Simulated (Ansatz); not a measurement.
Ideal-gas functions of H3NS, SMILES `NS` at 298.15 K and 1 bar, from an Ansatz frequency run at PBE0-D4/def2-TZVP.

Molar mass 49.1 g/mol, point group Cs (symmetry number 1), electronic degeneracy 1, moments of inertia 3.405, 35.011, 35.649 u Å². Harmonic wavenumbers (cm⁻¹, unscaled): 461, 621, 879, 1051, 1126, 1628, 2653, 3551, 3647.

Use S(trans) = R[1.5 ln M + 2.5 ln T − 1.1517]; rotational temperatures θ = 24.2544 K / I; S(rot) = R[ln(√π/σ · √(T³/θAθBθC)) + 1.5]; for each mode x = 1.438777 ν̃/T, S = R[x/(eˣ − 1) − ln(1 − e⁻ˣ)] and H = RT x/(eˣ − 1); 1 cm⁻¹ = 0.0119627 kJ/mol; R = 8.31446 J/(mol·K).

Q: By hand: the entropy, in J/(mol·K).

A: Translation 157.4. Rotation: θ = 7.1232, 0.6928, 0.6804 K, giving 83.3. Vibration, mode by mode: 3.19, 1.74, 0.64, 0.32, 0.23, 0.03, 0.00, 0.00, 0.00, in all 6.1. Electronic 0.0. Sum 246.8 J/(mol·K).

Q: By hand: H − E and G − E in kJ/mol, counted from the electronic energy.

A: Zero-point energy ½ × 15617 × 0.0119627 = 93.4; thermal vibration 1.4; translation, rotation and pV give 4 RT = 9.9. H − E = 104.7 kJ/mol, and G − E = 104.7 − 298.15 × 246.8/1000 = 31.1 kJ/mol.

Vibration gives 2 % of the entropy.
